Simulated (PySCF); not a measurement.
Two-dimensional NMR puzzle

Compound of formula C₅H₉F. Correlations simulated from computed shifts and couplings:

HSQC (one-bond C–H):
```
  δH     δC  ¹J(C,H) (Hz)
5.26  106.8           160
2.30   26.0           135
1.72   14.0           133
1.18   15.5           134
```

COSY cross peaks (|J| ≥ 2 Hz):
```
  δH    δH  abs. J (Hz)  bonds
5.26  1.72          8.2      3
2.30  1.18          8.0      3
```

HMBC (two and three bonds, |J| ≥ 2.5 Hz):
```
  δH                     δC [abs. J in Hz]
5.26               172.6 [7.9], 26.0 [4.9]
2.30  172.6 [4.7], 106.8 [2.5], 15.5 [4.4]
1.72              172.6 [7.4], 106.8 [7.0]
1.18               172.6 [5.3], 26.0 [3.6]
```

Carbons without hydrogens: δ 172.6.

- J couplings at B3LYP/pcJ-1 (spin–dipole term only in couplings to heteroatoms)
- GFN2-xTB geometry
- shielding tensors at PBE0/pcSseg-1 (GIAO)
- program: PySCF 2.14
- single conformer, averaged over atoms made equivalent by symmetry, fast rotation or ring inversion, no solvent, no relativistic terms

References, each an isolated molecule treated in the same way: ¹H (σref 31.72), ¹³C (σref 186.93) vs TMS.

Exchangeable hydrogens are left out of these lists, and C,H couplings along chains are those of one rotamer, so weak HMBC peaks may be missing or extra.

**Question.** Assemble the structure.

**Answer.** SMILES C/C=C(/F)CC.

Atom-mapped SMILES (the numbers label the heavy atoms): `[CH3:1]/[CH:2]=[C:3](/[F:4])[CH2:5][CH3:6]`; H(Xn) means a hydrogen on atom n.

1. δC 172.6 is C3, a fully substituted alkene carbon.
2. δC 106.8 is C2, an alkene CH (δH 5.26).
3. δC 26.0 is C5, an allylic sp3 CH2 (δH 2.30).
4. δC 15.5 is C6, a methyl carbon (δH 1.18).
5. δC 14.0 is C1, an allylic methyl carbon (δH 1.72).
6. HMBC from δH 5.26 reaches the proton-free carbon C3.
7. HMBC from δH 2.30 reaches the proton-free carbon C3.
8. HMBC from δH 1.72 reaches the proton-free carbon C3.
9. HMBC from δH 1.18 reaches the proton-free carbon C3.
10. COSY links 5.26–1.72, 2.30–1.18.

The shifts were computed for this structure.

Common functionals overestimate the size of one-bond C–F couplings by tens of Hz; these are unscaled. Unscaled 3J(H,H) at this level run about 10 % above measured values. Shifts are as computed. Against solution values, carbons near 30 ppm lie about +3 ppm off and those near 130 ppm about +5 ppm. Of 1211 compounds with measured shifts, 218 miss one by over three times the rms of a fit or turn the order of signals round; such compounds aren't used in these exercises.
